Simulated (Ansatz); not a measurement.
# HO+ (singlet): from Hartree-Fock to the top rungs at distance O1–H2 = 2.867 Å, aug-cc-pVTZ

How much of the correlation energy of HO+ (singlet) does each wave-function method recover here?

The runs use Ansatz 0.2.0, Gaussian basis; aug-cc-pVTZ, core rule «outside noble gas», up to 1 orbitals frozen.

The runs, in order: UHF; CCSD(T) on RHF; CCSD(T) on UHF; BCCD(T) on RHF; CISD; CCSDT(Q) on RHF; CCSDT(Q) on UHF; CCSDTQ on RHF; CASSCF and MRCISD+Q, 2 electrons in 2 orbitals; CASSCF and NEVPT2, 2 electrons in 2 orbitals; Full CI; Full CI in the symmetry of the determinant.

2 further runs of the same task are left out: 2 for a known fault of the program.

## Step 1: What is computed

The geometry derives from a PBE0/def2-TZVP stationary point (not a proven minimum). One bond is set to the value named and the two fragments are kept rigid.

2 atoms, charge 1, spin multiplicity 1.

Atoms are counted from 1 here; the program's logs count them from 0.

No contacts short enough for the rule that draws bonds.

## Step 2: UHF

in.yaml

```yaml
crystal:
  periodic: [false, false, false]
  atoms:
    - {symbol: O, position_ang: [0.000000, 0.000000, 0.000000]}
    - {symbol: H, position_ang: [0.000000, 0.000000, 2.867000]}
basis:
  gaussian: {orbitals: aug-cc-pVTZ}
total_charge: 1
magnetization: {spin_polarized: true, initial_magnetization: 0}
hamiltonian: {xc: hf}
output: {orbitals: {seedname: orbitals}}
```

The run is started by

```sh
$ ansatz run in.yaml --threads 1 --pin off --events-out ev --progress --plain --max-ram 2764MiB --backend cpu
```

After this run come: CCSD(T) on RHF; CCSD(T) on UHF; BCCD(T) on RHF; CISD; CCSDT(Q) on RHF; CCSDT(Q) on UHF; CCSDTQ on RHF; CASSCF and MRCISD+Q, 2 electrons in 2 orbitals; CASSCF and NEVPT2, 2 electrons in 2 orbitals; Full CI; Full CI in the symmetry of the determinant.

Q: Predict the results of all the runs planned. Wanted: FCI below the RHF energy; RMP2 from FCI; RCCSD from FCI; RCCSD(T) from FCI; RCCSDT(Q) from FCI; NEVPT2 pair from FCI; MRCISD+Q pair from FCI; T1 diagnostic; effectively unpaired electrons.

**Answer**, as computed:

```
                         quantity                                      value
         FCI below the RHF energy                                 -6.1031 eV
                    RMP2 from FCI                              +139.0 kJ/mol
                   RCCSD from FCI                               +55.1 kJ/mol
                RCCSD(T) from FCI                               +26.6 kJ/mol
               RCCSDT(Q) from FCI                                -1.9 kJ/mol
             NEVPT2 pair from FCI                               +47.5 kJ/mol
           MRCISD+Q pair from FCI                                +3.4 kJ/mol
levels within 1 kcal/mol (43 meV)  RCCSDT, RCCSDT(Q), RCCSDTQ, MRCISD+Q pair
                    T1 diagnostic                                      0.030
   effectively unpaired electrons                                       2.02
```

RCCSD(T) lands +26.6 kJ/mol from the yardstick (4.5 % of the correlation energy). RCCSDT(Q) falls below full CI, which methods that aren't variational can do. With 2.0 effectively unpaired electrons against 0 the state is strongly multireference. Of the multireference levels listed MRCISD+Q pair comes nearest in total energy (+3.4 kJ/mol), which doesn't show that its space is the better one. Coupled cluster took another determinant than the lowest Hartree-Fock one. These misses are within one basis, not against nature.
